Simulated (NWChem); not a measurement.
Correlation energy of N₂ (+1)

```
N
N 1 1.1133
```
Charge +1, spin multiplicity 2.

Program: NWChem. All single points use one geometry, from UB3LYP/def2-SVP, a minimum by its harmonic frequencies.

Basis set: def2-TZVP. Each correlation energy counts from its own Hartree-Fock reference.

The correlated methods keep 2 core orbitals frozen. The structure started from a generated list of species. The unpaired electrons of the parent sit in orbitals of symmetry ag (D2h labels of the run); other states weren't searched. The stability of the SCF solutions was not checked. Open-shell Hartree-Fock references start from PBE0 orbitals. Coupled-cluster values serve here as a point of comparison, not as the truth.

Question: One of these methods gave a correlation energy of -388.1 mHa. Which?
A) CCSD on UHF
B) UMP2
C) CCSD[T] on UHF
D) SCS-UMP2

Answer: B, UMP2. The others give -377.1 (SCS-UMP2), -375.0 (CCSD on UHF), -400.6 (CCSD[T] on UHF).
